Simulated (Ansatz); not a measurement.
The input, for Ansatz 0.2.0:

```yaml
crystal:
  periodic: [false, false, false]
  atoms:
    - {symbol: H, position_ang: [0.000000, 0.000000, -1.054000]}
    - {symbol: H, position_ang: [0.000000, 0.000000, -0.028000]}
    - {symbol: F, position_ang: [0.000000, 0.000000, 1.082000]}
basis:
  gaussian: {orbitals: cc-pVTZ}
magnetization: {spin_polarized: true, initial_magnetization: 1}
hamiltonian: {xc: hf}
output: {orbitals: {seedname: orbitals}}
```

```sh
$ ansatz run in.yaml --threads 1 --pin off --events-out ev --progress --plain --max-ram 2393MiB
```

Problem. Roughly how long does this take on 1 thread of Arm Neoverse V1, shared host, and how much host memory?

Solution. 0.15 s wall and 0.07 GiB.

```
305 factors; their error is unknown
mean field evaluation 1: about -2733.4188 eV, gradient 1.8e1 eV
mean field evaluation 2: about -2734.5498 eV, gradient 1.3e1 eV
mean field evaluation 4: about -2735.0649 eV, gradient 7.3e-1 eV
mean field evaluation 8: about -2735.0722 eV, gradient 1.3e-1 eV
mean field evaluation 16: about -2731.7220 eV, gradient 1.7e1 eV
mean field -2735.10175277 eV, -100.5131354956 hartree, gradient 2.1e-5 eV, S^2 0.783183; 0 other end points of the search recorded, 0 dependent functions left out
reference -2735.10175277 eV, -100.5131354956 hartree; 6, 5 occupied and 52, 53 virtual orbitals, 305 factors
Total energy: -2735.10175277 eV, -100.5131354956 hartree
```
